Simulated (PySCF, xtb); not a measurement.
CS₂, SMILES S=C=S (connectivity only; charge and spin as stated), charge -1, multiplicity 2.

Harmonic wavenumbers (cm⁻¹) from xtb with GFN2-xTB at its own minimum, in rising order: 304, 733, 1241.

Q: What does PySCF 2.14.0 with B3LYP-D3(BJ)/def2-TZVPD give at its own minimum? (The exact figures need the calculation; the answer reports its results.)

A: 319, 644, 1186. Paired by order, the mean absolute difference is 53 cm⁻¹ and the zero-point energies are 3.3 and 3.1 kcal/mol.
